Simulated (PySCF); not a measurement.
**Bond curve of AlN⁺**

Set-up: basis Al def2-TZVP, N def2-TZVP; no relativity; PySCF 2.14. Energies in eV from Al⁺ + N in their ground configurations at the same level. State: ⁴Σ⁻ (quartet), unpaired electrons σ ↑, π ↑↑.

All columns are PBE0. A positive dipole points towards N; it is taken about the centre of mass and depends on that origin.

```csv
R (Å),E (eV),μ (D),Mulliken charge on Al (basis-dependent),HOMO (eV),LUMO (eV),Mayer bond order,⟨S²⟩
1.772,-0.089,-2.98,0.90,-14.46,-10.64,1.30,3.76
1.855,-0.277,-2.91,0.90,-14.45,-10.61,1.21,3.76
1.937,-0.365,-2.82,0.90,-14.45,-10.55,1.10,3.77
1.999,-0.390,-2.74,0.90,-14.45,-10.48,1.01,3.77
2.061,-0.394,-2.68,0.90,-14.45,-10.40,0.91,3.77
2.123,-0.385,-2.63,0.90,-14.45,-10.31,0.82,3.77
2.205,-0.363,-2.59,0.90,-14.47,-10.17,0.70,3.77
2.308,-0.329,-2.61,0.90,-14.50,-9.97,0.57,3.77
2.432,-0.289,-2.72,0.91,-14.55,-9.72,0.43,3.77
2.597,-0.243,-2.99,0.92,-14.64,-9.38,0.31,3.76
```

A fit through these points gives, at Re = 2.044 Å, μ = -2.70 D and dμ/dR = 1.00 D/Å; the reduced mass is 9.219 u.

Problem. How strong is the fundamental in the double-harmonic approximation, I = 42.26·(dμ/dR)²/μred km/mol?

Solution. I = 42.26·(1.00)²/9.219 = 4.58 km/mol at PBE0.

The bond is weak. Basis-set superposition, not corrected here, can be much of De in a small basis, most of all at correlated wavefunction levels. For an ion De counts to the pair picked by the measured ionisation energies or electron affinities, which need not be the lowest pair at this level. The state was picked by a PBE0 search and need not be the measured ground state.
